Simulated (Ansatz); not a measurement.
**singlet OF−: levels of theory compared**

Aim: a comparison of 6 runs (HF/aug-cc-pVTZ, B3LYP/aug-cc-pVTZ, PBE-QIDH/aug-cc-pVTZ, SVWN5/aug-cc-pVTZ, wB97M-V/aug-cc-pVTZ, RPA@PBE0/aug-cc-pVTZ) of singlet OF−. 

The results are computed with Ansatz 0.2.0.

38 further runs of the same task are left out: 38 set aside as unsound or not needed.

## Step 1: The structure to begin with

OF−: 2 atoms, total charge -1, spin state singlet. As SMILES of the parent species, `[O]F`. The shape is that of a PBE0-D4/def2-TZVP optimisation. That shape belongs to the parent species and isn't relaxed for this state.

Bond lengths: O1–F2 1.330 Å.

## Step 2: A single-point energy at HF/aug-cc-pVTZ (run 1)

The input, in.yaml:

```yaml
crystal:
  periodic: [false, false, false]
  atoms:
    - {symbol: O, position_ang: [0.000000, 0.000000, -0.015950]}
    - {symbol: F, position_ang: [-0.000000, -0.000000, 1.314400]}
basis:
  gaussian:
    orbitals: aug-cc-pVTZ
total_charge: -1
hamiltonian:
  xc: hf
accuracy: high
output: {orbitals: {seedname: orbitals}}
```

The run is started by

```
$ ansatz run in.yaml --threads 1 --pin off --max-ram 3480MiB --events-out events.jsonl --progress --plain --runs-dir runs
```

What it wrote:

```text
Warning: RAYON_NUM_THREADS=1 ignored (pool sized by the plan → 1); use --threads N
Functional definition: HF
  name "HF"
  exchange = exact_x
  correlation = 0
1299 factors; integrals over basis functions are off by at most 3.4e-9 eV
mean field evaluation 1: about -4736.8613 eV, gradient 4.7e1 eV
mean field evaluation 2: about -4736.8609 eV, gradient 4.8e1 eV
mean field evaluation 4: about -4740.4725 eV, gradient 3.4e0 eV
mean field evaluation 8: about -4740.5005 eV, gradient 5.5e-1 eV
mean field evaluation 16: about -4740.5019 eV, gradient 1.3e-8 eV
mean field -4740.50192881 eV, -174.2102326560 hartree, gradient 1.3e-8 eV, S^2 0.000000; 0 other end points of the search recorded, 0 dependent functions left out
reference -4740.50192881 eV, -174.2102326560 hartree; 9, 9 occupied and 83, 83 virtual orbitals, 1299 factors
Total energy: -4740.50192881 eV, -174.2102326560 hartree
```

It took 1.3 s on 1 thread of Arm Neoverse V1, shared host; peak memory 0.15 GiB.

## Step 3: A single-point energy at B3LYP/aug-cc-pVTZ (run 2)

The input, input.yaml:

```yaml
crystal:
  periodic: [false, false, false]
  atoms:
    - {symbol: O, position_ang: [0.000000, 0.000000, -0.015950]}
    - {symbol: F, position_ang: [-0.000000, -0.000000, 1.314400]}
basis:
  gaussian:
    orbitals: aug-cc-pVTZ
output: {orbitals: {seedname: orbitals}}
total_charge: -1
accuracy: high
hamiltonian:
  xc: {name: B3LYP}
```

The run is started by

```
$ ansatz run input.yaml --threads 1 --pin off --max-ram 3480MiB --events-out events.jsonl --progress --plain --runs-dir runs
```

What it wrote:

```text
Warning: RAYON_NUM_THREADS=1 ignored (pool sized by the plan → 1); use --threads N
Functional definition: B3LYP
  name "B3LYP"
  parameter a0 = 0.2
  parameter ax = 0.72
  parameter ac = 0.81
  exchange = (1 - a0 - ax)*slater_x + ax*b88_x + a0*exact_x
  correlation = (1 - ac)*vwn_rpa_c + ac*lyp_c
1299 factors; integrals over basis functions are off by at most 3.4e-9 eV
mean field evaluation 1: about -4753.7147 eV, gradient 7.4e1 eV
mean field evaluation 2: about -4744.5919 eV, gradient 1.2e2 eV
mean field evaluation 4: about -4761.9998 eV, gradient 1.6e1 eV
mean field evaluation 8: about -4762.3903 eV, gradient 8.6e-2 eV
mean field evaluation 16: about -4762.3903 eV, gradient 6.1e-7 eV
mean field -4762.39031646 eV, -175.0146160656 hartree, gradient 3.8e-8 eV, S^2 0.000000; 0 other end points of the search recorded, 0 dependent functions left out
reference -4762.39034178 eV, -175.0146169963 hartree; 9, 9 occupied and 83, 83 virtual orbitals, 1299 factors
Total energy: -4762.39034178 eV, -175.0146169963 hartree
```

Wall time 2.2 s (1 thread of Arm Neoverse V1, shared host); peak memory 0.17 GiB.

Runs 3 to 5 aren't shown in full; the table further down has their settings and results.

## Step 4: The energy at RPA@PBE0/aug-cc-pVTZ (run 6)

The input, job.yaml:

```yaml
basis:
  gaussian:
    orbitals: aug-cc-pVTZ
crystal:
  periodic: [false, false, false]
  atoms:
    - {symbol: O, position_ang: [0.000000, 0.000000, -0.015950]}
    - {symbol: F, position_ang: [-0.000000, -0.000000, 1.314400]}
total_charge: -1
hamiltonian:
  xc: pbe0
correlation:
  method: rpa
  frozen_orbitals: {F: 1, O: 1}
accuracy: high
```

The run is started by

```
$ ansatz run job.yaml --threads 1 --pin off --max-ram 3480MiB --events-out events.jsonl --progress --plain --runs-dir runs
```

What it wrote, cut to the lines that bear on the results:

```text
Warning: RAYON_NUM_THREADS=1 ignored (pool sized by the plan → 1); use --threads N
Functional definition: PBE0
  name "PBE0"
[...]
1299 factors; integrals over basis functions are off by at most 3.4e-9 eV
[...]
mean field -4757.47299593 eV, -174.8339078694 hartree, gradient 1.4e-8 eV, S^2 0.000000; 0 other end points of the search recorded, 0 dependent functions left out
2 core orbitals not correlated: weight in the atoms' cores, before any rotation towards them, 1.000 or more for the frozen orbitals, at most 0.000 for the correlated occupied ones
reference -4740.12223540 eV, -174.1962791807 hartree; 7, 7 occupied and 83, 83 virtual orbitals, 1299 factors
Total energy: -4759.62381211 eV, -174.9129489060 hartree
```

It took 3.9 s on 1 thread of Arm Neoverse V1, shared host; peak memory 0.2 GiB.

## Step 5: Overview of the runs

| run | level | frozen core orbitals | energy (Eh) | HOMO energy (eV) | LUMO energy (eV) | HOMO–LUMO gap (eV) | wall time |
| --- | --- | --- | --- | --- | --- | --- | --- |
| 1 | HF/aug-cc-pVTZ | – | -174.210233 | -3.34 | 7.71 | 11.05 | 1.3 s |
| 2 | B3LYP/aug-cc-pVTZ | – | -175.014617 | 1.35 | 5.93 | 4.57 | 2.2 s |
| 3 | PBE-QIDH/aug-cc-pVTZ | 2 | -174.810447 | -1.62 | 7.15 | 8.78 | 3.3 s |
| 4 | SVWN5/aug-cc-pVTZ | – | -173.856796 | 2.60 | 5.62 | 3.03 | 1.6 s |
| 5 | wB97M-V/aug-cc-pVTZ | – | -174.967787 | -1.39 | 6.80 | 8.19 | 12 s |
| 6 | RPA@PBE0/aug-cc-pVTZ | 2 | -174.912949 | – | – | – | 3.9 s |

## Step 6: Summary of results

```
                               quantity          value
                    run 6: total energy  -174.91295 Eh
run 6: RPA correlation energy (valence)     -716.7 mEh
```

What this shows: Over runs 1, 2, 3, 4, 5 the HOMO–LUMO gap runs from 3.03 eV (SVWN5/aug-cc-pVTZ) to 11.05 eV (HF/aug-cc-pVTZ). Exact exchange widens orbital gaps. The empty levels of an anion lie above zero and hang on the basis. Totals of different functionals can't be ranked against each other. In runs 2, 4 the HOMO lies above zero, so the outermost electron may be held by the basis alone. All runs together took 24 s, the longest 12 s.
